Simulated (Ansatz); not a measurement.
# ClH (charge -1): a ladder of basis sets

Computed with Ansatz 0.2.0, Python API.

Run as a notebook:

In [1]:
```python
from dataclasses import dataclass

import ansatz as az
```

In [2]:
```python
@dataclass(frozen=True)
class Options:
    method: str = "mp2"
    charge: int = -1


opts = Options()
```

In [3]:
```python
geometry_ang = [
    ("H", (0.0, 0.0, 0.0)),
    ("Cl", (0.0, 0.0, 1.39)),
]
mol = az.Crystal.molecule()
for symbol, xyz in geometry_ang:
    mol = mol.atom(symbol, xyz)

base = (
    mol.calculation()
    .correlation(opts.method)
    .charge(opts.charge)
    .spin("collinear", total=1)
    .accuracy("medium")
)
```

In [4]:
```python
energies = {}
for basis in ["cc-pVDZ", "cc-pVTZ", "cc-pVQZ"]:
    summary = base.basis(gaussian=basis).run(threads=1, backend="cpu").report
    size = summary["n_frozen"] + summary["n_occupied"][0] + summary["n_virtual"][0]
    energies[basis] = (summary["reference_energy_ev"] / 27.211386246, summary["free_energy_ev"] / 27.211386246)
    print(f"{basis:14s} {size:4d} orbitals  reference {energies[basis][0]:14.6f} Ha  total {energies[basis][1]:14.6f} Ha")

small, large = (energies[b][1] - energies[b][0] for b in ("cc-pVTZ", "cc-pVQZ"))
limit = (4 ** 3 * large - 3 ** 3 * small) / (4 ** 3 - 3 ** 3)
print(f"correlation energy: {small:.6f} and {large:.6f} Ha, extrapolated {limit:.6f} Ha")
print(f"share caught by the larger set: {100 * large / limit:.1f} %")
```
```text
cc-pVDZ          23 orbitals  reference    -459.983309 Ha  total    -460.135747 Ha
cc-pVTZ          48 orbitals  reference    -460.015371 Ha  total    -460.231947 Ha
cc-pVQZ          89 orbitals  reference    -460.030642 Ha  total    -460.270242 Ha
correlation energy: -0.216576 and -0.239600 Ha, extrapolated -0.256402 Ha
share caught by the larger set: 93.4 %
```

Against cc-pVDZ: cc-pVTZ -96.2 mHa and cc-pVQZ -134.5 mHa. The last step alone is -38.30 mHa.

These settings explore the input space; basis and method may be short of convergence. The geometry is a force-field or estimated start, not a minimum of this method, and the last set is no limit. Much of the fall in a total is atomic energy, which cancels in bond and reaction energies. The species is open-shell (spin multiplicity 2). Inner cores stay frozen, so this is valence correlation. For Al to Cl the sets with a tight d function, cc-pV(X+d)Z, are usual. An extrapolation from small basis sets is rough. Anions want diffuse functions, which this basis lacks. Run time: 3 s on 1 thread of Intel(R) Xeon(R) Platinum 8375C CPU @ 2.90GHz (Ice Lake), with other jobs on the host, peak memory 0.18 GiB.

(Lines on the test bed's own set-up are left out of the output.)
